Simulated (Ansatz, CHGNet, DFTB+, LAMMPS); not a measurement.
# Ladder of methods for the elastic constant C44 of fcc Rh

Reference value: 184 GPa (measured, temperature not stated, not corrected to a static lattice; as tabulated in Mehl and Papaconstantopoulos (1996), arXiv:mtrl-th/9602003).

```csv
level (code),value (GPa),cell (Å³/atom)
Lennard-Jones jacobson2022 (LAMMPS),432,13.70
MEAM library.meam-Rh (LAMMPS),194,13.72
GFN1-xTB as cut by DFTB+,102,14.34
CHGNet 0.3.0,84.2,14.23
LDA (Ansatz),…,13.22
PBE (Ansatz),185,14.04
PBEsol (Ansatz),211,13.50
r²SCAN (Ansatz),…,13.72
HSE06 (Ansatz),…,13.49
```

What belongs in the gaps?


- LDA (Ansatz, a first-principles code), value (GPa): 222
- r²SCAN (Ansatz), value (GPa): 197
- HSE06 (Ansatz), value (GPa): 203

Differences against the reference: Lennard-Jones jacobson2022 +135 %, MEAM library.meam-Rh +5.4 %, GFN1-xTB as cut by DFTB+ -45 %, CHGNet 0.3.0 -54 %, LDA +21 %, PBE +0.5 %, PBEsol +14.7 %, r²SCAN +7.1 %, HSE06 +10.3 %.

The reference's temperature isn't stated, so close values are not ranked against it. Off by more than 25 %, or 35 % on the side where a correction would as a rule narrow the miss (bounds picked here): Lennard-Jones jacobson2022 (+135 %), CHGNet 0.3.0 (-54 %), GFN1-xTB as cut by DFTB+ (-45 %).

The measured value isn't corrected to a static lattice, so vibrations enter the comparison. A static lattice is as a rule stiffer than a warm one, by over a tenth in soft solids. The crystal itself was run without spin with LDA, PBE, PBEsol, r²SCAN, HSE06; a magnetic state was not tried in these runs. GFN1-xTB as cut by DFTB+: the method was fitted mainly to molecules. GFN1-xTB as cut by DFTB+: codes differ in how they cut the long-range tail of xTB's charge interaction in a crystal, so the value belongs to this code. HSE06: hybrids on metals are sensitive to the k mesh. HSE06: the run warned that the count of filled bands differs between k points. Each level is taken at its own relaxed cell. Cutoffs and k meshes differ between the levels. Ansatz's density-functional and Hartree–Fock values are scalar-relativistic unless marked +SOC, with PAW data made under PBE.

Empirical potentials (Lennard-Jones jacobson2022, MEAM library.meam-Rh) are fitted to chosen data: where that held the value shown, agreement is built in, and what lay outside the fit can be far off. Machine-learned potentials (CHGNet 0.3.0) are trained on DFT data: a solid inside that data is no test of them.

Differences are worked out from the printed values.
